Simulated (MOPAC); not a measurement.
MOPAC input (PM3):

```
PM3 1SCF GEO-OK AUX(PRECISION=9) THREADS=1
C2H4

C    -0.00121882 1   -0.00583875 1    0.66227812 1
C     0.00121882 1    0.00583875 1   -0.66227812 1
H     0.01665750 1    0.91035156 1    1.24013365 1
H    -0.02119201 1   -0.93207417 1    1.22382087 1
H     0.02119201 1    0.93207417 1   -1.22382087 1
H    -0.01665750 1   -0.91035156 1   -1.24013365 1
```

From the last part of the output:

```
                                                       MOPAC v23.2.5 Linux

          FINAL HEAT OF FORMATION =         16.80862 KCAL/MOL =      70.32729 KJ/MOL

          COSMO AREA              =         71.29 SQUARE ANGSTROMS
          COSMO VOLUME            =         53.03 CUBIC ANGSTROMS

          IONIZATION POTENTIAL    =         10.627452 EV
          HOMO LUMO ENERGIES (EV) =        -10.627  1.209
          NO. OF FILLED LEVELS    =          6
          MOLECULAR WEIGHT        =         28.0536         POINT GROUP:  D2h

          MOLECULAR DIMENSIONS (Angstroms)

            Atom       Atom       Distance
            H     6    H     3     3.07698
            H     5    H     4     2.95158
            C     1    C     2     0.00000

          SCF CALCULATIONS        =          1

   ATOM   CHEMICAL          X               Y               Z
  NUMBER   SYMBOL      (ANGSTROMS)     (ANGSTROMS)     (ANGSTROMS)

     1       C         -0.00121882  *  -0.00583875  *   0.66227812  *
     2       C          0.00121882  *   0.00583875  *  -0.66227812  *
     3       H          0.01665750  *   0.91035156  *   1.24013365  *
     4       H         -0.02119201  *  -0.93207417  *   1.22382087  *
     5       H          0.02119201  *   0.93207417  *  -1.22382087  *
     6       H         -0.01665750  *  -0.91035156  *  -1.24013365  *

                             CARTESIAN COORDINATES

   1    C       -0.001218820    -0.005838750     0.662278120
   2    C        0.001218820     0.005838750    -0.662278120
   3    H        0.016657500     0.910351560     1.240133650
   4    H       -0.021192010    -0.932074170     1.223820870
   5    H        0.021192010     0.932074170    -1.223820870
   6    H       -0.016657500    -0.910351560    -1.240133650

           Empirical Formula: C2 H4  =     6 atoms

      MOLECULAR POINT GROUP   :   D2h

                  EIGENVALUES
 -33.01197 -20.90073 -16.28089 -15.10855 -12.03092 -10.62745   1.20896   3.65101
   3.96287   4.17548   5.53182   5.68846

              NET ATOMIC CHARGES AND DIPOLE CONTRIBUTIONS

  ATOM NO.   TYPE          CHARGE      No. of ELECS.   s-Pop       p-Pop
    1          C          -0.155454        4.1555     1.18274     2.97271
    2          C          -0.155454        4.1555     1.18274     2.97271
    3          H           0.077727        0.9223     0.92227
    4          H           0.077727        0.9223     0.92227
    5          H           0.077727        0.9223     0.92227
    6          H           0.077727        0.9223     0.92227
 DIPOLE           X         Y         Z       TOTAL
 POINT-CHG.    -0.000    -0.000    -0.000     0.000
 HYBRID         0.000     0.000     0.000     0.000
 SUM           -0.000    -0.000    -0.000     0.000

          ATOMIC ORBITAL ELECTRON POPULATIONS

     Atom    s        px        py        pz
    1  C   1.18274   1.00000   1.00620   0.96651
    2  C   1.18274   1.00000   1.00620   0.96651
    3  H   0.92227
    4  H   0.92227
    5  H   0.92227
    6  H   0.92227

 **********************
 *                    *
 * JOB ENDED NORMALLY *
 *                    *
 **********************

 == MOPAC DONE ==
```
